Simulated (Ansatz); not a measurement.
I need a search for lower mean-field states of H₃N, SMILES N. Use Ansatz's Python interface. Level of theory (for the species named): PBE, def2-SVP basis, multiplicity 1.

```
atom    x (Å)    y (Å)    z (Å)
   N  -0.0682   0.2428   0.1081
   H   0.4919  -0.3005   0.7534
   H  -0.8920  -0.3006  -0.1183
   H   0.4682   0.3583  -0.7431
```

`h3n_states.py`
```python
'''Restricted and unrestricted solutions of H3N, stretched and not.'''

import logging
import sys

import ansatz as az
from ase import Atoms
import numpy as np

logging.basicConfig(stream=sys.stdout, format='%(levelname)s:%(name)s:%(message)s')
logger = logging.getLogger('ansatz_job')
logger.setLevel(logging.INFO)

SETTINGS = {
    'basis': 'def2-SVP',
    'functional': 'pbe',
}


def main() -> None:
    atoms = Atoms(['N', 'H', 'H', 'H'], positions=[
        (-0.06816, 0.24283, 0.10806),
        (0.49193, -0.30047, 0.75338),
        (-0.89196, -0.30062, -0.11835),
        (0.46819, 0.35825, -0.74309),
    ])
    molecule = az.Crystal.molecule_from_ase(atoms)
    symbols = [site.symbol for site in molecule.cartesian_sites]

    start = np.array([site.position_ang for site in molecule.cartesian_sites])
    for factor in [1.0, 1.25, 1.6]:
        xyz = (start - start.mean(axis=0)) * factor
        scaled = az.Crystal.molecule()
        for symbol, place in zip(symbols, xyz):
            scaled = scaled.atom(symbol, place.tolist())
        calculation = scaled.calculation()
        calculation = calculation.basis(gaussian=SETTINGS['basis'])
        calculation = calculation.functional(SETTINGS['functional']).spin('collinear')
        for search in ('off', 'standard'):
            try:
                summary = calculation.scf(lower_state_search=search).run().report
            except az.AnsatzError as error:
                logger.info(f'x{factor} search {search}: {type(error).__name__}')
                continue
            state = summary['mean_field']['state']
            logger.info(f'all distances x{factor}, search {search:8s} E = {summary["free_energy_ev"]:.5f} eV  <S^2> = {abs(state["spin_squared"]):.3f}  other states met: {len(summary["mean_field"]["others"])}')


if __name__ == '__main__':
    main()
```

```console
$ python h3n_states.py
INFO:ansatz_job:all distances x1.0, search off      E = -1535.59517 eV  <S^2> = 0.000  other states met: 0
INFO:ansatz_job:all distances x1.0, search standard E = -1535.59517 eV  <S^2> = 0.000  other states met: 0
INFO:ansatz_job:all distances x1.25, search off      E = -1533.42263 eV  <S^2> = 0.000  other states met: 0
INFO:ansatz_job:all distances x1.25, search standard E = -1533.42263 eV  <S^2> = 0.000  other states met: 0
INFO:ansatz_job:all distances x1.6, search off      E = -1528.39320 eV  <S^2> = 0.000  other states met: 0
INFO:ansatz_job:all distances x1.6, search standard E = -1528.39320 eV  <S^2> = 0.000  other states met: 1
```

Total energies depend on the basis set; only differences at equal settings carry meaning. The count of other states can hold repeated and symmetry-equivalent ends of the search; scaling all distances is a test, and for more than two atoms no physical path. The geometry comes from a force field and isn't relaxed at this level. It ran for 2 s on 1 thread of Arm Neoverse V2, on a shared host, peak memory 0.15 GiB.
